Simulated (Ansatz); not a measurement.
A calculation on zinc-blende HgS (metastable phase) returned lattice constant a 5.812 Å, bulk modulus 67.4 GPa, cohesive energy 2.61 eV/atom.

For reference: lattice constant a 5.841 Å (measured, 295 K, no zero-point or thermal correction; as tabulated in Cardona et al. (2009), arXiv:0908.2634).

**Question.** Which level of theory produced these numbers?
(A) rVV10 (Ansatz, an electronic-structure program)
(B) LDA (Ansatz)
(C) HSE06 (Ansatz)
(D) PBE-D4 (Ansatz)

**Answer.** B, LDA (Ansatz)

The others give: HSE06 5.923 Å, 59.4 GPa, 1.77 eV/atom; PBE-D4 5.915 Å, 56.7 GPa, 2.08 eV/atom; rVV10 6.012 Å, 51.8 GPa, 1.97 eV/atom.

Unless a cell is named, each level is at its own relaxed cell (HSE06 25.97, LDA 24.54, PBE-D4 25.86, rVV10 27.17 Å³/atom).

Ansatz's density-functional and Hartree–Fock values are scalar-relativistic unless marked +SOC, with PAW data made under PBE.
